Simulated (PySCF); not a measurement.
# triplet BCl at 4 levels

Wanted: a comparison of 4 runs (UB2PLYP/STO-3G, NEVPT2(10,8)/STO-3G, UCISD/STO-3G, FCI/STO-3G) of triplet BCl. The job is set up through a Python script.

The results are computed with PySCF 2.14.0.

12 further runs of the same task are left out: 3 that didn't finish, 9 set aside as unsound or not needed.

### Step 1. The molecule

BCl has 2 atoms, charge 0, and is taken as a triplet. As SMILES of the parent species, `[B]Cl`. The shape is that of a GFN2-xTB optimisation. That shape belongs to the parent species and isn't relaxed for this state.

Bond lengths: B1–Cl2 1.579 Å.

### Step 2. The energy at UB2PLYP/STO-3G (run 1)

File run.py:

```python
from pyscf import gto, dft, mp

mol = gto.Mole()
mol.atom = '''
B        0.000000       0.000000       0.000000
Cl       0.000000       0.000000       1.578530
'''
mol.verbose = 4
mol.basis = 'sto-3g'
mol.max_memory = 1860
mol.charge = 0
mol.spin = 2
mol.build()

mf = dft.UKS(mol, xc='0.53*HF + 0.47*B88, 0.73*LYP')
mf.conv_tol = 1e-10
mf.grids.level = 5
mf.kernel()
if not mf.converged:
    mf = mf.newton().run(mf.mo_coeff, mf.mo_occ)

pt = mp.MP2(mf, frozen=6).run()
energy = mf.e_tot + 0.27 * pt.e_corr
print('PT2 part  %.8f' % (0.27 * pt.e_corr))
print('E = %.10f Eh' % energy)
```

Run with:

```bash
$ OMP_NUM_THREADS=1 python run.py
```

What it wrote:

```text
PySCF version 2.14.0

[INPUT] num. atoms = 2
[INPUT] num. electrons = 22
[INPUT] charge = 0
[INPUT] spin (= nelec alpha-beta = 2S) = 2
[INPUT] symmetry False subgroup None
[INPUT] Mole.unit = angstrom
[INPUT] Symbol           X                Y                Z      unit          X                Y                Z       unit  Magmom
[INPUT]  1 B      0.000000000000   0.000000000000   0.000000000000 AA    0.000000000000   0.000000000000   0.000000000000 Bohr   0.0
[INPUT]  2 Cl     0.000000000000   0.000000000000   1.578530000000 AA    0.000000000000   0.000000000000   2.982989379410 Bohr   0.0

nuclear repulsion = 28.4949053411719
number of shells = 8
number of NR pGTOs = 42
number of NR cGTOs = 14
basis = sto-3g
ecp = {}

[... 34 lines left out ...]
[... the frontier-level lines of each cycle are left out ...]
[... 3 lines left out ...]
[... 38 lines left out ...]
converged SCF energy = -479.308178391066  <S^2> = 2.0039207  2S+1 = 3.0026126
[... 1 line left out ...]
******** <class 'pyscf.mp.ump2.UMP2'> ********
nocc = (np.int64(6), np.int64(4)), nmo = (8, 8)
frozen orbitals 6
E(UMP2) = -479.335357977456  E_corr = -0.0271795863897197
E(SCS-UMP2) = -479.335487113497  E_corr = -0.0273087224309311
E_corr(same-spin) = -0.00612320911930677
E_corr(oppo-spin) = -0.0210563772704129
PT2 part  -0.00733849
E = -479.3155168794 Eh
```

Wall time 3.3 s (1 thread of Arm Neoverse N1, shared host); peak memory 0.17 GiB.

### Step 3. The energy at NEVPT2(10,8)/STO-3G (run 2)

File mol.xyz:

```xyz
2

B      0.000000     0.000000     0.000000
Cl     0.000000     0.000000     1.578530
```

File job.py:

```python
import numpy
from pyscf import gto, scf, mp, mcscf, mrpt

mol = gto.M(
    atom='mol.xyz',
    spin=2,
    charge=0,
    basis='sto-3g',
    verbose=3,
    max_memory=1860,
)

mf = mol.ROHF()
mf.conv_tol = 1e-10
mf.kernel()
if not mf.converged:
    mf = mf.newton().run(mf.mo_coeff, mf.mo_occ)

pt = mp.MP2(scf.addons.convert_to_uhf(mf)).run()
noons, natorbs = mcscf.addons.make_natural_orbitals(pt)
print('natural occupations', numpy.round(noons[:40], 4))
cas = mcscf.CASSCF(mf, 8, 10)
cas.fix_spin_(ss=2.0)
cas.natorb = True
cas.kernel(natorbs)
e_pt2 = mrpt.NEVPT(cas).kernel()
e_tot = cas.e_tot + e_pt2
print('E(%s) = %.9f' % ('NEVPT2', e_tot))
```

Run with:

```bash
$ OMP_NUM_THREADS=1 python job.py
```

What it wrote:

```text
converged SCF energy = -478.785394874158
E(UMP2) = -478.804128818253  E_corr = -0.0187339440949808
E(SCS-UMP2) = -478.804391004767  E_corr = -0.0189961306082112
natural occupations [2.     2.     2.     2.     2.     2.     1.9996 1.998  1.9934 1.9918
 1.0018 0.9999 0.0079 0.0077]
CASSCF energy = -478.812898893633
CASCI E = -478.812898893633  E(CI) = -24.0782987974953  S^2 = 2.0000000
Sr    (-1)',   E = -0.00000000000000
Si    (+1)',   E = -0.00018090129995
Sijrs (0)  ,   E = 0.00000000000000
Sijr  (+1) ,   E = -0.00000000000000
Srsi  (-1) ,   E = -0.00000000000000
Srs   (-2) ,   E = 0.00000000000000
Sij   (+2) ,   E = -0.00017933251153
Sir   (0)' ,   E = -0.00000000000000
Nevpt2 Energy = -0.000360233811486
E(NEVPT2) = -478.813259127
```

It took 2.7 s on 1 thread of Arm Neoverse N1, shared host; peak memory 0.13 GiB.

### Step 4. A single-point energy at UCISD/STO-3G (run 3)

File run.py:

```python
from pyscf import gto, ci

system = gto.M(
    atom='''
B      0.000000     0.000000     0.000000
Cl     0.000000     0.000000     2.982989
''',
    verbose=3,
    max_memory=1860,
    basis='sto-3g',
    unit='bohr',
    spin=2,
)

myscf = system.UHF()
myscf.conv_tol = 1e-10
myscf.kernel()
if not myscf.converged:
    myscf = myscf.newton().run(myscf.mo_coeff, myscf.mo_occ)

cisd = ci.CISD(myscf, frozen=6)
cisd.kernel()
energy = cisd.e_tot
print(f'total energy: {energy:.8f} hartree')
```

Run with:

```bash
$ OMP_NUM_THREADS=1 python run.py
```

What it wrote:

```text
WARN: HOMO 0.180307814108298 >= LUMO -0.175283717585368

converged SCF energy = -478.786627263605  <S^2> = 2.0067745  2S+1 = 3.0045129
E(UCISD) = -478.8116485883324  E_corr = -0.02502132472747613
total energy: -478.81164859 hartree
```

Wall time 1.3 s (1 thread of Arm Neoverse N1, shared host); peak memory 0.12 GiB.

### Step 5. The energy at FCI/STO-3G (run 4)

File calc.py:

```python
from pyscf import gto, scf, mcscf

mol = gto.M(
    atom='''
B        0.000000       0.000000       0.000000
Cl       0.000000       0.000000       1.578530
''',
    basis='sto-3g',
    max_memory=1860,
    verbose=4,
    spin=2,
    charge=0,
)

hf = scf.ROHF(mol)
hf.conv_tol = 1e-10
hf.kernel()
if not hf.converged:
    hf = hf.newton().run(hf.mo_coeff, hf.mo_occ)

cas = mcscf.CASCI(hf, hf.mo_coeff.shape[-1] - 6, (mol.nelec[0] - 6, mol.nelec[1] - 6))  # full CI above the frozen core
cas.fix_spin_(ss=2.0)
cas.kernel()
e_final = cas.e_tot
print('E(%s) = %.9f' % ('FCI', e_final))
```

Run with:

```bash
$ OMP_NUM_THREADS=1 python calc.py
```

What it wrote:

```text
PySCF version 2.14.0

[INPUT] num. atoms = 2
[INPUT] num. electrons = 22
[INPUT] charge = 0
[INPUT] spin (= nelec alpha-beta = 2S) = 2
[INPUT] symmetry False subgroup None
[INPUT] Mole.unit = angstrom
[INPUT] Symbol           X                Y                Z      unit          X                Y                Z       unit  Magmom
[INPUT]  1 B      0.000000000000   0.000000000000   0.000000000000 AA    0.000000000000   0.000000000000   0.000000000000 Bohr   0.0
[INPUT]  2 Cl     0.000000000000   0.000000000000   1.578530000000 AA    0.000000000000   0.000000000000   2.982989379410 Bohr   0.0

nuclear repulsion = 28.4949053411719
number of shells = 8
number of NR pGTOs = 42
number of NR cGTOs = 14
basis = sto-3g
ecp = {}

******** <class 'pyscf.scf.rohf.ROHF'> ********
method = ROHF
initial guess = minao
damping factor = 0
level_shift factor = 0
DIIS = <class 'pyscf.scf.diis.CDIIS'>
diis_start_cycle = 1
diis_space = 8
diis_damp = 0
SCF conv_tol = 1e-10
SCF conv_tol_grad = None
SCF max_cycles = 50
direct_scf = True
direct_scf_tol = 1e-13
num. doubly occ = 10  num. singly occ = 2
Set gradient conv threshold to 1e-05
init E= -478.810273716307

WARN: HOMO 0.180307806030092 >= LUMO 0.180307806030095

cycle= 1 E= -478.748365135827  delta_E= 0.0619  |g|= 0.159  |ddm|= 1.73
  HOMO = 0.0569405690415486  LUMO = 0.264629319499906  gap/eV = 5.65150
cycle= 2 E= -478.783058495642  delta_E= -0.0347  |g|= 0.0382  |ddm|= 0.417
  HOMO = 0.0760799985685549  LUMO = 0.280257781674516  gap/eV = 5.55596
cycle= 3 E= -478.785355080348  delta_E= -0.0023  |g|= 0.00519  |ddm|= 0.151
  HOMO = 0.0739740521740125  LUMO = 0.278819963960895  gap/eV = 5.57414
cycle= 4 E= -478.785393734428  delta_E= -3.87e-05  |g|= 0.000984  |ddm|= 0.0147
  HOMO = 0.0743902401269243  LUMO = 0.279147746383818  gap/eV = 5.57174
cycle= 5 E= -478.7853947806  delta_E= -1.05e-06  |g|= 0.000295  |ddm|= 0.00215
  HOMO = 0.0743617872705528  LUMO = 0.279113181636403  gap/eV = 5.57157
cycle= 6 E= -478.785394865298  delta_E= -8.47e-08  |g|= 9.99e-05  |ddm|= 0.000626
  HOMO = 0.074381815151145  LUMO = 0.279115666968378  gap/eV = 5.57109
cycle= 7 E= -478.785394872876  delta_E= -7.58e-09  |g|= 2.88e-05  |ddm|= 0.000335
  HOMO = 0.074375404563897  LUMO = 0.279110138899262  gap/eV = 5.57112
cycle= 8 E= -478.785394874157  delta_E= -1.28e-09  |g|= 1.44e-06  |ddm|= 9.19e-05
  HOMO = 0.0743760021678828  LUMO = 0.27911053365128  gap/eV = 5.57111
cycle= 9 E= -478.785394874158  delta_E= -1.14e-12  |g|= 3.47e-07  |ddm|= 3.67e-06
  HOMO = 0.0743760821434133  LUMO = 0.279110585699083  gap/eV = 5.57111
Extra cycle  E= -478.785394874158  delta_E=    0  |g|= 4.56e-08  |ddm|= 9.28e-07
converged SCF energy = -478.785394874158

******** <class 'pyscf.mcscf.casci.CASCI'> ********
CAS (6e+4e, 8o), ncore = 6, nvir = 0
natorb = False
canonicalization = True
sorting_mo_energy = False
******** <class 'pyscf.fci.addons.SpinPenaltyFCISolver'> ********
max. cycles = 200
conv_tol = 1e-08
davidson only = True
linear dependence = 1e-12
level shift = 0.001
max iter space = 12
nroots = 1
pspace_size = 400
spin = None
Density matrix diagonal elements [1.99689773 1.98488447 1.9963279  1.97850893 0.99892943 1.00309448
 0.02597603 0.01538102]
CASCI converged
CASCI E = -478.812865875352  E(CI) = -24.0669148625848  S^2 = 2.0000000
E(FCI) = -478.812865875
```

It took 1.3 s on 1 thread of Arm Neoverse N1, shared host; peak memory 0.12 GiB.

### Step 6. Overview of the runs

| run | level | frozen core orbitals | integration grid | energy (Eh) | dipole moment (D) of the reference | wall time |
| --- | --- | --- | --- | --- | --- | --- |
| 1 | UB2PLYP/STO-3G | 6 | 5 | -479.315517 | 1.08 | 3.3 s |
| 2 | NEVPT2(10,8)/STO-3G | – | – | -478.813259 | 1.42 | 2.7 s |
| 3 | UCISD/STO-3G | 6 | – | -478.811649 | 1.39 | 1.3 s |
| 4 | FCI/STO-3G | 6 | – | -478.812866 | 1.42 | 1.3 s |

### Step 7. Results

```
                                          quantity          value
                               run 4: total energy  -478.81287 Eh
       run 4: dipole moment (Hartree–Fock density)         1.42 D
run 4: correlation energy (6 core orbitals frozen)      -27.5 mEh
```

**Reading.** Against full CI in this basis: UCISD +1.2 mEh. In runs 1, 2, 3, 4 the basis is minimal, so the values are rough. All runs together took 8.6 s, the longest 3.3 s.
